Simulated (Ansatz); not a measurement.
# C₂H₃ (doublet): wave-function methods side by side at distance C1–H3 = 1.539 Å, cc-pVDZ

The task here is to estimate one member of a computed series from the others.

Computed with Ansatz 0.2.0, Gaussian basis. Level: cc-pVDZ, core rule «outside noble gas», up to 2 orbitals frozen.

The runs, in order: UHF; CCSD(T) on ROHF; CCSD(T) on UHF; BCCD(T) on ROHF; CISD; CCSDT(Q) on ROHF; CCSDT(Q) on UHF; CASSCF and MRCISD+Q, 3 electrons in 3 orbitals; CASSCF and NEVPT2, 3 electrons in 3 orbitals.

23 further runs of the same task are left out: 1 for a mislabelled method, 18 that didn't finish, 4 set aside as unsound or not needed.

## What is computed

The geometry derives from a PBE0/def2-TZVP stationary point (not a proven minimum). One bond is set to the value named and the two fragments are kept rigid.

5 atoms, charge 0, spin multiplicity 2.

Atoms are counted from 1 here; the program's logs count them from 0.

Bond lengths: C1–C2 1.428 Å, C1–H4 1.099 Å, C1–H5 1.099 Å. Angles: C2–C1–H4 118.1°, C2–C1–H5 118.1°, H4–C1–H5 112.4°.

As a file:

```xyz
5

C    -0.02734    0.00000    0.59441
C    -0.04101    0.00000   -0.83326
H     1.51150   -0.00001    0.61706
H    -0.34856    0.91293    1.11457
H    -0.34856   -0.91292    1.11457
```

The first run:

Input file in.yaml:

```yaml
crystal:
  periodic: [false, false, false]
  atoms:
    - {symbol: C, position_ang: [-0.027336, 0.000000, 0.594408]}
    - {symbol: C, position_ang: [-0.041006, 0.000000, -0.833263]}
    - {symbol: H, position_ang: [1.511497, -0.000005, 0.617064]}
    - {symbol: H, position_ang: [-0.348557, 0.912927, 1.114574]}
    - {symbol: H, position_ang: [-0.348563, -0.912924, 1.114574]}
basis:
  gaussian: {orbitals: cc-pVDZ}
magnetization: {spin_polarized: true, initial_magnetization: 1}
hamiltonian: {xc: hf}
output: {orbitals: {seedname: orbitals}}
```

On the command line:

```
$ ansatz run in.yaml --threads 1 --pin off --events-out ev --progress --plain --max-ram 2393MiB
```

Among the steps run: UHF; CCSD(T) on ROHF; CCSD(T) on UHF; BCCD(T) on ROHF; CISD; CCSDT(Q) on ROHF; CCSDT(Q) on UHF; CASSCF and MRCISD+Q, 3 electrons in 3 orbitals; CASSCF and NEVPT2, 3 electrons in 3 orbitals.

One of the session's tables, all rows but one given; the rest of the session is left out.

| method | from UCCSDT(Q) (meV) |
| --- | --- |
| ROHF | +7698.2 |
| UHF | +7567.6 |
| RMP2 | +1326.9 |
| UMP2 | +1379.6 |
| CISD | +878.6 |
| RCCSD | +278.4 |
| UCCSD | +278.6 |
| RCCSD(T) | +42.4 |
| UCCSD(T) | +44.2 |
| BCCD(T) | +40.9 |
| RCCSDT | +12.8 |
| UCCSDT | +12.6 |
| RCCSDT(Q) | ? |
| UCCSDT(Q) | 0 |
| CASSCF pair | +6939.1 |
| NEVPT2 pair | +1217.8 |
| MRCISD pair | +705.7 |
| MRCISD+Q pair | +86.5 |

Q: Estimate the row for RCCSDT(Q) from the others.

As computed: from UCCSDT(Q) (meV): +1.0. In the column «from UCCSDT(Q) (meV)» it lies between UCCSDT(Q) (0) and UCCSDT (+12.6).

Limits of these values: Restricted and unrestricted rows rest on different reference determinants; where their highest levels disagree by more than a few hundredths of an eV, they describe different states and don't form one ladder.
